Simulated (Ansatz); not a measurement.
Basis-set extrapolation for C$_{3}$H$_{5}$FO (`C[C@@H]1O[C@H]1F`) (PBE0-D4/def2-TZVP geometry, frozen core, Ansatz 0.2.0). Multiplicity 1, RHF reference.

```
                      def2-TZVPP   def2-QZVPP
                 HF  -290.893738  -290.906904
    MP2 correlation    -0.983620    -1.058490
CCSD(T) correlation    -1.046973      not run
```

Energies in hartree. Use E(X) = E(∞) + A·exp(−7.88·√X) for Hartree–Fock and E(X) = E(∞) + B·X^(−2.97) for correlation, with X = 3 and 4, and add CCSD(T) minus MP2 of the smaller set to the MP2 limit.

Question: What is the CCSD(T) energy at the basis-set limit?

Answer: HF limit: -290.906904 + (-0.013166) × 0.13774 = -290.90872. MP2 limit: -1.058490 + (-0.074870) × 0.74074 = -1.11395. Higher-order term: -1.046973 − (-0.983620) = -0.06335. Total: -292.08602 hartree, 91.2 kcal/mol below CCSD(T)/def2-TZVPP.
